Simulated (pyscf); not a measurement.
A first-order saddle from PySCF, ωB97X-D3(BJ)/def2-SVP:

```
C
H 1 1.0949
H 1 1.0973 2 113.47
C 1 1.4263 2 120.48 3 154.17
H 4 1.0955 1 117.80 2 -4.04
H 4 1.0959 5 115.58 1 146.92
H 4 1.4897 5 112.52 6 132.41
O 7 1.2011 4 126.20 5 112.41
H 8 0.9720 7 109.15 4 105.15
```

Surface: singlet, charge 0. Lowest wavenumbers (cm⁻¹): 1921i, 363, 477, 591, 628.

Problem. What reaction is this the transition state of?

Solution. ethylene (H₂C=CH₂) + water (H₂O) <-> ethanol (H₃C–CH₂–OH), an addition across a multiple bond or ene-type step read from left to right: H–O broken and C–O, C–H formed. At CCSD(T)/def2-TZVPP + ΔMP2(QZVPP) it lies +57.0 kcal/mol from the left side and +71.0 kcal/mol from the right (each side as separated species at their lowest minima found). One saddle was located; it need not be the lowest between these sides. The CCSD(T) − MP2 part came from Ansatz, without density fitting, on the same reference.
